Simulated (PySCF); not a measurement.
Compound: C3H3F2S (charge -1).
Bonds: C1–C2 (double), C2–S3, C2–C4, C4–F5, C4–F6. Hydrogens: H7, H8 on C1; H9 on C4.

Torsions of this conformer, `[CH2:1]=[C:2]([S-:3])[CH:4]([F:5])[F:6]`: C1–C2–C4–F5 102°.

The closed-shell ground state was solved at several levels (PySCF, density fitting, gas phase, non-relativistic). The structure is a single PBE0-D3(BJ)/def2-SVP conformer in the gas phase; no vibrational or solvent corrections. The geometry's basis has no diffuse functions, a weakness for an anion. No diffuse functions stand in pcSseg-1 and pcSseg-2, which bears on an anion's orbital energies.

```csv
level,basis functions,total energy (Eh),HOMO (eV),LUMO (eV),gap (eV)
wB97X-D/def2-SVPD,157,-713.5969,-2.42,5.82,8.24
CAM-B3LYP/pcSseg-2,265,-714.0931,-1.78,5.33,7.11
```

Q: Estimate the row for PBE0/pcSseg-1, a basis of 124 functions; the other rows only guide the guess.

A: Total energy -713.5176 Eh, HOMO -0.32 eV, LUMO 4.86 eV, gap 5.18 eV.

Q: Over all these levels, which gives the widest orbital gap and which the narrowest?

A: wB97X-D/def2-SVPD (range-separated hybrid) has the widest, 8.24 eV, and PBE0/pcSseg-1 (global hybrid, 25 % exact exchange) the narrowest, 5.18 eV. Functional and basis both differ between the two, so the spread mixes both effects.

wB97X-D is run here without its empirical dispersion term; that term would change no orbital, density or response property at a fixed geometry.
